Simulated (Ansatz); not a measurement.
# AlCO (quartet): B2PLYP, RPA-PBE over vertical spin and charge gaps, cc-pVTZ

How well do these functionals follow the top wave-function level for AlCO (quartet) over vertical spin and charge gaps?

Program: Ansatz 0.2.0, Gaussian basis. Level of theory: cc-pVTZ, all electrons in the functionals, frozen cores in the correlation of double hybrids and RPA. These are calculated values, not measurements.

Plan: B2PLYP, RPA-PBE, at charge 0, quartet; charge 0, doublet; charge 0, sextet; charge 1, triplet; charge 1, quintet.

5 further runs of the same task are left out: 2 for a known fault of the program, 3 set aside as unsound or not needed.

### 1 What is computed

The geometry is a PBE0/def2-TZVP stationary point (not a proven minimum).

3 atoms, charge 0, spin multiplicity 4.

Atoms are counted from 1 here; the program's logs count them from 0.

Bond lengths: Al1–C2 1.847 Å, C2–O3 1.158 Å. Angles: Al1–C2–O3 180.0°.

No dispersion term is added.

The geometry shown and the zero of energy belong to the point charge 0, quartet. The yardstick, UCCSDT(Q), and other wave-function levels (R restricted, U unrestricted, valence and pair active spaces) come from earlier runs.

### 2 B2PLYP, charge 0, quartet

Contents of in.yaml:

```yaml
crystal:
  periodic: [false, false, false]
  atoms:
    - {symbol: Al, position_ang: [0.000000, 0.000000, 1.617200]}
    - {symbol: C, position_ang: [0.000000, 0.000000, -0.229400]}
    - {symbol: O, position_ang: [0.000000, 0.000000, -1.387800]}
basis:
  gaussian: {orbitals: cc-pVTZ}
magnetization: {spin_polarized: true, initial_magnetization: 3}
hamiltonian: {xc: {name: B2PLYP}}
correlation: {electrons: outside_noble_gas}
```

Launch:

```console
ansatz run in.yaml --threads 2 --pin off --events-out ev --progress --plain --max-ram 15360MiB --backend cuda --devices 0, --max-vram 18GiB
```

What it wrote:

```text
Functional definition: B2PLYP
  name "B2PLYP"
  cite "Grimme, J. Chem. Phys. 124, 034108 (2006) doi:10.1063/1.2148954"
  cite "Becke, Phys. Rev. A 38, 3098 (1988) doi:10.1103/PhysRevA.38.3098"
  cite "Lee, Yang & Parr, Phys. Rev. B 37, 785 (1988) doi:10.1103/PhysRevB.37.785"
  parameter a = 0.53
  parameter c = 0.27
  exchange = (1 - a)*b88_x + a*exact_x
  correlation = (1 - c)*lyp_c + c*(mp2_os + mp2_ss)
589 factors; integrals over basis functions are off by at most 1.2e-3 eV
mean field evaluation 1: about -9662.7552 eV, gradient 3.3e1 eV
mean field evaluation 2: about -9662.8895 eV, gradient 3.3e1 eV
mean field evaluation 4: about -9669.0587 eV, gradient 1.0e1 eV
mean field evaluation 8: about -9669.8248 eV, gradient 2.6e-1 eV
mean field evaluation 16: about -9669.8364 eV, gradient 1.4e-3 eV
mean field evaluation 32: about -9669.8214 eV, gradient 5.7e-1 eV
mean field evaluation 64: about -9669.8113 eV, gradient 3.7e-1 eV
mean field -9669.83641824 eV, -355.3599339199 hartree, gradient 5.5e-6 eV, S^2 3.756713; 4 other end points of the search recorded, 0 dependent functions left out
7 core orbitals not correlated: weight in the atoms' cores, before any rotation towards them, 1.000 or more for the frozen orbitals, at most 0.000 for the correlated occupied ones
reference -9669.83653173 eV, -355.3599380904 hartree; 8, 5 occupied and 79, 82 virtual orbitals, 589 factors
second order -13.67708146 eV of doubles, -0.00000000 eV of singles
Total energy: -9673.52934372 eV, -355.4956464281 hartree
```

It took 2.5 s on 1 × H100 (card shared with other runs) with 2 threads of AMD EPYC 7R13, shared host; peak host memory 0.77 GiB.

From the report: ⟨S²⟩ of the determinant 3.757 (pure quartet: 3.75).

### 3 B2PLYP, charge 0, doublet

Edit in.yaml of step 2 so:

```diff
@@ -8,3 +8,3 @@
   gaussian: {orbitals: cc-pVTZ}
-magnetization: {spin_polarized: true, initial_magnetization: 3}
+magnetization: {spin_polarized: true, initial_magnetization: 1}
 hamiltonian: {xc: {name: B2PLYP}}
```

Same command.

What it wrote (excerpt; [...] marks lines left out):

```text
Functional definition: B2PLYP
  name "B2PLYP"
  cite "Grimme, J. Chem. Phys. 124, 034108 (2006) doi:10.1063/1.2148954"
  cite "Becke, Phys. Rev. A 38, 3098 (1988) doi:10.1103/PhysRevA.38.3098"
  cite "Lee, Yang & Parr, Phys. Rev. B 37, 785 (1988) doi:10.1103/PhysRevB.37.785"
[...]
589 factors; integrals over basis functions are off by at most 1.2e-3 eV
[...]
mean field -9671.01080539 eV, -355.4030918514 hartree, gradient 5.1e-6 eV, S^2 0.756462; 2 other end points of the search recorded, 0 dependent functions left out
7 core orbitals not correlated: weight in the atoms' cores, before any rotation towards them, 1.000 or more for the frozen orbitals, at most 0.000 for the correlated occupied ones
reference -9671.01091654 eV, -355.4030959361 hartree; 7, 6 occupied and 80, 81 virtual orbitals, 589 factors
second order -13.95484119 eV of doubles, -0.00000000 eV of singles
Total energy: -9674.77872366 eV, -355.5415602939 hartree
```

Run time: 1.7 s. Hardware: 1 × H100 (card shared with other runs) with 2 threads of AMD EPYC 7R13, shared host; peak host memory 0.77 GiB.

From the report: ⟨S²⟩ of the determinant 0.756 (pure doublet: 0.75).

From charge 0, quartet: -120.5 kJ/mol.

### 4 B2PLYP, charge 0, sextet

Edit in.yaml of step 3 so:

```diff
@@ -8,3 +8,3 @@
   gaussian: {orbitals: cc-pVTZ}
-magnetization: {spin_polarized: true, initial_magnetization: 1}
+magnetization: {spin_polarized: true, initial_magnetization: 5}
 hamiltonian: {xc: {name: B2PLYP}}
```

Launched as before.

What it wrote (excerpt; [...] marks lines left out):

```text
Functional definition: B2PLYP
  name "B2PLYP"
  cite "Grimme, J. Chem. Phys. 124, 034108 (2006) doi:10.1063/1.2148954"
  cite "Becke, Phys. Rev. A 38, 3098 (1988) doi:10.1103/PhysRevA.38.3098"
  cite "Lee, Yang & Parr, Phys. Rev. B 37, 785 (1988) doi:10.1103/PhysRevB.37.785"
[...]
589 factors; integrals over basis functions are off by at most 1.2e-3 eV
[...]
mean field -9662.41847445 eV, -355.0873295136 hartree, gradient 2.0e-6 eV, S^2 8.761787; 4 other end points of the search recorded, 0 dependent functions left out
7 core orbitals not correlated: weight in the atoms' cores, before any rotation towards them, 1.000 or more for the frozen orbitals, at most 0.000 for the correlated occupied ones
reference -9662.41859348 eV, -355.0873338879 hartree; 9, 4 occupied and 78, 83 virtual orbitals, 589 factors
second order -10.06536322 eV of doubles, -0.00000000 eV of singles
Total energy: -9665.13624155 eV, -355.1872056124 hartree
```

Run time: 7.5 s. Hardware: 1 × H100 (card shared with other runs) with 2 threads of AMD EPYC 7R13, shared host; peak host memory 0.78 GiB.

From the report: ⟨S²⟩ of the determinant 8.762 (pure sextet: 8.75).

From charge 0, quartet: +809.8 kJ/mol.

### 5 B2PLYP, charge 1, triplet

Edit in.yaml of step 4 so:

```diff
@@ -8,3 +8,4 @@
   gaussian: {orbitals: cc-pVTZ}
-magnetization: {spin_polarized: true, initial_magnetization: 5}
+total_charge: 1
+magnetization: {spin_polarized: true, initial_magnetization: 2}
 hamiltonian: {xc: {name: B2PLYP}}
```

The command is unchanged.

What it wrote (excerpt; [...] marks lines left out):

```text
Functional definition: B2PLYP
  name "B2PLYP"
  cite "Grimme, J. Chem. Phys. 124, 034108 (2006) doi:10.1063/1.2148954"
  cite "Becke, Phys. Rev. A 38, 3098 (1988) doi:10.1103/PhysRevA.38.3098"
  cite "Lee, Yang & Parr, Phys. Rev. B 37, 785 (1988) doi:10.1103/PhysRevB.37.785"
[...]
589 factors; integrals over basis functions are off by at most 1.2e-3 eV
[...]
mean field -9662.64179214 eV, -355.0955362874 hartree, gradient 1.9e-6 eV, S^2 2.004173; 2 other end points of the search recorded, 0 dependent functions left out
7 core orbitals not correlated: weight in the atoms' cores, before any rotation towards them, 1.000 or more for the frozen orbitals, at most 0.000 for the correlated occupied ones
reference -9662.64191032 eV, -355.0955406305 hartree; 7, 5 occupied and 80, 82 virtual orbitals, 589 factors
second order -13.29001517 eV of doubles, -0.00000000 eV of singles
Total energy: -9666.23021442 eV, -355.2274083737 hartree
```

It took 8.5 s on 1 × H100 (card shared with other runs) with 2 threads of AMD EPYC 7R13, shared host; peak host memory 0.77 GiB.

From the report: ⟨S²⟩ of the determinant 2.004 (pure triplet: 2.00).

From charge 0, quartet: +704.3 kJ/mol.

### 6 B2PLYP, charge 1, quintet

Edit in.yaml of step 5 so:

```diff
@@ -9,3 +9,3 @@
 total_charge: 1
-magnetization: {spin_polarized: true, initial_magnetization: 2}
+magnetization: {spin_polarized: true, initial_magnetization: 4}
 hamiltonian: {xc: {name: B2PLYP}}
```

Same command.

What it wrote (excerpt; [...] marks lines left out):

```text
Functional definition: B2PLYP
  name "B2PLYP"
  cite "Grimme, J. Chem. Phys. 124, 034108 (2006) doi:10.1063/1.2148954"
  cite "Becke, Phys. Rev. A 38, 3098 (1988) doi:10.1103/PhysRevA.38.3098"
  cite "Lee, Yang & Parr, Phys. Rev. B 37, 785 (1988) doi:10.1103/PhysRevB.37.785"
[...]
589 factors; integrals over basis functions are off by at most 1.2e-3 eV
[...]
mean field -9657.41465174 eV, -354.9034424208 hartree, gradient 2.6e-6 eV, S^2 6.009956; 3 other end points of the search recorded, 0 dependent functions left out
7 core orbitals not correlated: weight in the atoms' cores, before any rotation towards them, 1.000 or more for the frozen orbitals, at most 0.000 for the correlated occupied ones
reference -9657.41477157 eV, -354.9034468243 hartree; 8, 4 occupied and 79, 83 virtual orbitals, 589 factors
second order -10.19735733 eV of doubles, -0.00000000 eV of singles
Total energy: -9660.16805805 eV, -355.0046282361 hartree
```

It took 5.5 s on 1 × H100 (card shared with other runs) with 2 threads of AMD EPYC 7R13, shared host; peak host memory 0.77 GiB.

From the report: ⟨S²⟩ of the determinant 6.010 (pure quintet: 6.00).

From charge 0, quartet: +1289.2 kJ/mol.

### 7 RPA-PBE, charge 0, quartet

Contents of in.yaml:

```yaml
crystal:
  periodic: [false, false, false]
  atoms:
    - {symbol: Al, position_ang: [0.000000, 0.000000, 1.617200]}
    - {symbol: C, position_ang: [0.000000, 0.000000, -0.229400]}
    - {symbol: O, position_ang: [0.000000, 0.000000, -1.387800]}
basis:
  gaussian: {orbitals: cc-pVTZ}
magnetization: {spin_polarized: true, initial_magnetization: 3}
hamiltonian: {xc: {name: PBE}}
correlation: {method: rpa, electrons: outside_noble_gas}
```

Same command.

What it wrote (excerpt; [...] marks lines left out):

```text
Functional definition: PBE
  name "PBE"
  cite "Perdew, Burke & Ernzerhof, Phys. Rev. Lett. 77, 3865 (1996) doi:10.1103/PhysRevLett.77.3865"
  parent pbe
[...]
589 factors; integrals over basis functions are off by at most 1.2e-3 eV
[...]
mean field -9672.01512788 eV, -355.4400000224 hartree, gradient 2.2e-6 eV, S^2 3.750976; 0 other end points of the search recorded, 0 dependent functions left out
7 core orbitals not correlated: weight in the atoms' cores, before any rotation towards them, 1.000 or more for the frozen orbitals, at most 0.000 for the correlated occupied ones
reference -9648.65129753 eV, -354.5813950936 hartree; 8, 5 occupied and 79, 82 virtual orbitals, 589 factors
Total energy: -9666.42689182 eV, -355.2346361349 hartree
```

Wall time 3.9 s (1 × H100 (card shared with other runs) with 2 threads of AMD EPYC 7R13, shared host); peak host memory 0.87 GiB.

From the report: ⟨S²⟩ of the determinant 3.751 (pure quartet: 3.75).

### 8 RPA-PBE, charge 0, doublet

Edit in.yaml of step 7 so:

```diff
@@ -8,3 +8,3 @@
   gaussian: {orbitals: cc-pVTZ}
-magnetization: {spin_polarized: true, initial_magnetization: 3}
+magnetization: {spin_polarized: true, initial_magnetization: 1}
 hamiltonian: {xc: {name: PBE}}
```

Same command.

What it wrote (excerpt; [...] marks lines left out):

```text
Functional definition: PBE
  name "PBE"
  cite "Perdew, Burke & Ernzerhof, Phys. Rev. Lett. 77, 3865 (1996) doi:10.1103/PhysRevLett.77.3865"
  parent pbe
[...]
589 factors; integrals over basis functions are off by at most 1.2e-3 eV
[...]
mean field -9672.97108849 eV, -355.4751309269 hartree, gradient 2.6e-6 eV, S^2 0.754072; 13 other end points of the search recorded, 0 dependent functions left out
7 core orbitals not correlated: weight in the atoms' cores, before any rotation towards them, 1.000 or more for the frozen orbitals, at most 0.000 for the correlated occupied ones
reference -9649.43382801 eV, -354.6101525582 hartree; 7, 6 occupied and 80, 81 virtual orbitals, 589 factors
Total energy: -9667.69237738 eV, -355.2811418714 hartree
```

It took 4.3 s on 1 × H100 (card shared with other runs) with 2 threads of AMD EPYC 7R13, shared host; peak host memory 0.88 GiB.

From the report: ⟨S²⟩ of the determinant 0.754 (pure doublet: 0.75).

From charge 0, quartet: -122.1 kJ/mol.

### 9 RPA-PBE, charge 0, sextet

Edit in.yaml of step 8 so:

```diff
@@ -8,3 +8,3 @@
   gaussian: {orbitals: cc-pVTZ}
-magnetization: {spin_polarized: true, initial_magnetization: 1}
+magnetization: {spin_polarized: true, initial_magnetization: 5}
 hamiltonian: {xc: {name: PBE}}
```

The command is unchanged.

What it wrote (excerpt; [...] marks lines left out):

```text
Functional definition: PBE
  name "PBE"
  cite "Perdew, Burke & Ernzerhof, Phys. Rev. Lett. 77, 3865 (1996) doi:10.1103/PhysRevLett.77.3865"
  parent pbe
[...]
589 factors; integrals over basis functions are off by at most 1.2e-3 eV
[...]
mean field -9663.43210624 eV, -355.1245797946 hartree, gradient 3.0e-6 eV, S^2 8.755325; 13 other end points of the search recorded, 0 dependent functions left out
7 core orbitals not correlated: weight in the atoms' cores, before any rotation towards them, 1.000 or more for the frozen orbitals, at most 0.000 for the correlated occupied ones
reference -9642.72812513 eV, -354.3637225227 hartree; 9, 4 occupied and 78, 83 virtual orbitals, 589 factors
Total energy: -9658.19568866 eV, -354.9321449982 hartree
```

Wall time 25 s (1 × H100 (card shared with other runs) with 2 threads of AMD EPYC 7R13, shared host); peak host memory 0.88 GiB.

From the report: ⟨S²⟩ of the determinant 8.755 (pure sextet: 8.75).

From charge 0, quartet: +794.2 kJ/mol.

### 10 RPA-PBE, charge 1, triplet

Edit in.yaml of step 9 so:

```diff
@@ -8,3 +8,4 @@
   gaussian: {orbitals: cc-pVTZ}
-magnetization: {spin_polarized: true, initial_magnetization: 5}
+total_charge: 1
+magnetization: {spin_polarized: true, initial_magnetization: 2}
 hamiltonian: {xc: {name: PBE}}
```

Launched as before.

What it wrote (excerpt; [...] marks lines left out):

```text
Functional definition: PBE
  name "PBE"
  cite "Perdew, Burke & Ernzerhof, Phys. Rev. Lett. 77, 3865 (1996) doi:10.1103/PhysRevLett.77.3865"
  parent pbe
[...]
589 factors; integrals over basis functions are off by at most 1.2e-3 eV
[...]
mean field -9664.43894620 eV, -355.1615804808 hartree, gradient 8.4e-6 eV, S^2 2.001078; 4 other end points of the search recorded, 0 dependent functions left out
7 core orbitals not correlated: weight in the atoms' cores, before any rotation towards them, 1.000 or more for the frozen orbitals, at most 0.000 for the correlated occupied ones
reference -9641.74881110 eV, -354.3277333958 hartree; 7, 5 occupied and 80, 82 virtual orbitals, 589 factors
Total energy: -9658.85437382 eV, -354.9563512311 hartree
```

Run time: 6.5 s. Hardware: 1 × H100 (card shared with other runs) with 2 threads of AMD EPYC 7R13, shared host; peak host memory 0.87 GiB.

From the report: ⟨S²⟩ of the determinant 2.001 (pure triplet: 2.00).

From charge 0, quartet: +730.6 kJ/mol.

### 11 RPA-PBE, charge 1, quintet

Edit in.yaml of step 10 so:

```diff
@@ -9,3 +9,3 @@
 total_charge: 1
-magnetization: {spin_polarized: true, initial_magnetization: 2}
+magnetization: {spin_polarized: true, initial_magnetization: 4}
 hamiltonian: {xc: {name: PBE}}
```

The command is unchanged.

What it wrote (excerpt; [...] marks lines left out):

```text
Functional definition: PBE
  name "PBE"
  cite "Perdew, Burke & Ernzerhof, Phys. Rev. Lett. 77, 3865 (1996) doi:10.1103/PhysRevLett.77.3865"
  parent pbe
[...]
589 factors; integrals over basis functions are off by at most 1.2e-3 eV
[...]
mean field -9658.38337037 eV, -354.9390421737 hartree, gradient 9.8e-6 eV, S^2 6.004171; 8 other end points of the search recorded, 0 dependent functions left out
7 core orbitals not correlated: weight in the atoms' cores, before any rotation towards them, 1.000 or more for the frozen orbitals, at most 0.000 for the correlated occupied ones
reference -9637.58509054 eV, -354.1747194876 hartree; 8, 4 occupied and 79, 83 virtual orbitals, 589 factors
Total energy: -9652.87353829 eV, -354.7365595794 hartree
```

Run time: 2.5 s. Hardware: 1 × H100 (card shared with other runs) with 2 threads of AMD EPYC 7R13, shared host; peak host memory 0.87 GiB.

From the report: ⟨S²⟩ of the determinant 6.004 (pure quintet: 6.00).

From charge 0, quartet: +1307.7 kJ/mol.

### 12 The comparison

The yardstick is UCCSDT(Q), where the cluster series has nearly closed. It comes from earlier runs at the same points. Energies in kJ/mol, counted from charge 0, quartet; blanks weren't run or aren't comparable.

| level | quartet to doublet | quartet to sextet | ionisation to the triplet cation | ionisation to the quintet cation |
| --- | --- | --- | --- | --- |
| UCCSDT(Q) | -112.0 |  | 713.7 | 1296.0 |
| B2PLYP | -120.5 | 809.8 | 704.3 | 1289.2 |
| RPA-PBE | -122.1 | 794.2 | 730.6 | 1307.7 |

Largest miss and mean time a point (UCCSDT(Q) took 45 s a point; shared hosts):

| level | largest miss (kJ/mol) | where | time a point |
| --- | --- | --- | --- |
| B2PLYP | -9.5 | ionisation to the triplet cation | 5.2 s |
| RPA-PBE | +16.9 | ionisation to the triplet cation | 8.3 s |

### 13 Summary of results

| quantity | value |
| --- | --- |
| quartet to doublet, UCCSDT(Q) | -112.0 kJ/mol |
| ionisation to the triplet cation, UCCSDT(Q) | 713.7 kJ/mol |
| ionisation to the quintet cation, UCCSDT(Q) | 1296.0 kJ/mol |
| largest miss, B2PLYP | -9.5 kJ/mol (ionisation to the triplet cation) |
| largest miss, RPA-PBE | +16.9 kJ/mol (ionisation to the triplet cation) |

In words: Misses are known at 3 of 4 points at best, and only functionals with that many are ranked. Of the functionals, B2PLYP keep the smallest largest miss at the points compared (at most 9.5 kJ/mol) and RPA-PBE strays most (16.9 kJ/mol, at ionisation to the triplet cation). Functionals and the yardstick converge differently with the basis, so part of each miss in cc-pVTZ is the basis.
